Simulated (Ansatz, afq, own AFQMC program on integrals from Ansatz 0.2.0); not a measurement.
**Where AFQMC and coupled cluster stand for SiHBr, triplet**

```yaml
atoms:
  - { symbol: Br, position_ang: [0.0000, 0.0000, -1.5692] }
  - { symbol: H, position_ang: [0.0000, 0.0000, -0.1486] }
  - { symbol: Si, position_ang: [0.0000, 0.0000, 1.7178] }
```

Connectivity, by distances: Br ··· Si, 1 bridging H.

Basis cc-pVTZ. Only valence electrons are correlated. Integrals, coupled cluster, full CI and functionals: Ansatz 0.2.0; the random walks run on the same integrals in our own AFQMC program. ph-AFQMC/CISD is guided by a CISD state made of CCSD amplitudes; releasing the constraint for a short imaginary time cuts its bias at the price of noise, slowly where states lie close. ± is one standard error of the sampling. No spin–orbit coupling.

Determinant: UHF, the one that the program's search chose, which needn't be the lowest solution. The geometry is a point of a scan.

No full CI on the walks' own integrals is used here; CCSDT(Q) serves as the reference and is uncertain by about the last step of the cluster series.

Cautions: no relativity below Rb; no spin-orbit coupling; inner d shell frozen; lower spins were not checked; the released energies are still falling, so no released level is given (meV from the phaseless value at times in 1/Eh: -8 ± 4 at 0.24, -14 ± 3 at 0.51, -23 ± 4 at 0.99, -23 ± 5 at 1.62, -25 ± 6 at 2.40), though the last usable value meets CCSDT(Q) within the noise.

```
T1 diagnostic                               : 0.0115
weight of the determinant in the CISD state : 0.861
⟨S²⟩ of the determinant                     : 2.023
size of the correlated space                : 12 electrons in 72 orbitals
```

Reference: CCSDT(Q), correlation energy -7.891 eV.

```tsv
level	E − E(reference) (kcal/mol)	share of correlation (%)
HF	181.97	0.00
MP2	29.25	83.93
CCSD	7.88	95.67
CCSD(T)	1.09	99.40
CCSDT	0.30	99.84
ph-AFQMC/CISD	0.51 ± 0.11	99.72
```

A walk keeps the symmetry of its determinant, which the program's search chose and which needn't be the lowest solution, so a lower state of the same spin and another symmetry isn't excluded.
